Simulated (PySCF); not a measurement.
C5H11S (charge -1).
Geometry (GFN2-xTB, Å), atoms numbered from 1 in this order:
```xyz
17
C5H11S angstrom
C     -1.470    1.218   -0.138
C     -0.443    0.202    0.354
C     -1.001   -1.215    0.195
C      0.887    0.414   -0.389
C      1.951   -0.597    0.034
S      1.512    2.095   -0.106
H     -2.365    1.216    0.486
H     -1.756    0.998   -1.166
H     -1.009    2.205   -0.110
H     -0.256    0.392    1.418
H     -2.002   -1.277    0.625
H     -1.066   -1.478   -0.861
H     -0.372   -1.950    0.695
H      0.704    0.298   -1.471
H      2.086   -0.556    1.115
H      1.694   -1.620   -0.258
H      2.898   -0.332   -0.433
```

Structure optimised with GFN2-xTB, isolated species.

Masses are those of the commonest isotopes; rigid-rotor values at the optimised geometry. The values belong to one conformer with, in the numbering `[CH3:1][CH:2]([CH3:3])[C@H:4]([CH3:5])[S-:6]`, C1–C2–C4–C5 -179°.

Question: Give the principal moments of inertia and the rotational constants in MHz.

Answer: Ia = 132.88, Ib = 231.59, Ic = 340.63 u·Å²; 505379 MHz·u·Å²/I gives A = 3803, B = 2182, C = 1484 MHz.

Question: What kind of rotor is it?

Answer: An asymmetric top. Ray's parameter κ = (2B − A − C)/(A − C) = -0.398; −1 is the prolate and +1 the oblate limit.

Question: Is it planar, by Δ = Ic − Ia − Ib?

Answer: Not planar: Δ = Ic − Ia − Ib = -23.84 u·Å². For a rigid frame Δ = −2 Σ m c², so Σ m c² = 11.92 u·Å² lies off the ab plane: 8.77 from hydrogen and 3.15 from heavier atoms. The atom farthest from that plane is 1.46 Å away.

Question: Give the other two planar moments, Paa and Pbb, and the rms extents of the mass along the axes.

Answer: Paa = Σ m a² = (Ib + Ic − Ia)/2 = 219.67 and Pbb = Σ m b² = (Ia + Ic − Ib)/2 = 120.96 u·Å². With the mass M = 103.06 u, the rms extents √(P/M) along a, b and c are 1.46, 1.08, 0.34 Å.

Question: Where do the levels up to J = 4 lie, in cm⁻¹?

Answer: Above 0(0,0):
J = 1: 1(0,1) 0.1223, 1(1,1) 0.1764, 1(1,0) 0.1997
J = 2: 2(0,2) 0.3608, 2(1,2) 0.3976, 2(1,1) 0.4675, 2(2,1) 0.6297, 2(2,0) 0.6358
J = 3: 3(0,3) 0.7057, 3(1,3) 0.7261, 3(1,2) 0.8649, 3(2,2) 0.9966, 3(2,1) 1.0246, 3(3,1) 1.3286, 3(3,0) 1.3296
J = 4: 4(0,4) 1.1494, 4(1,4) 1.1590, 4(1,3) 1.3851, 4(2,3) 1.4809, 4(2,2) 1.5542, 4(3,2) 1.8274, 4(3,1) 1.8343, 4(4,1) 2.2792, 4(4,0) 2.2793
The levels of one J sum to (2J + 1)J(J + 1)(A + B + C)/3.

Question: Estimate the classical rotational partition function at 100 K, 200 K and 500 K.

Answer: Point group C1, symmetry number σ = 1; q = (√π/σ)·√((kT/h)³/(ABC)), k/h = 20836.6 MHz/K: 48000 at 100 K, 136000 at 200 K, 537000 at 500 K.

Whether it is a minimum is left open (no frequencies). Zero-point vibration and centrifugal distortion are left out.

All values are computed, not measured.
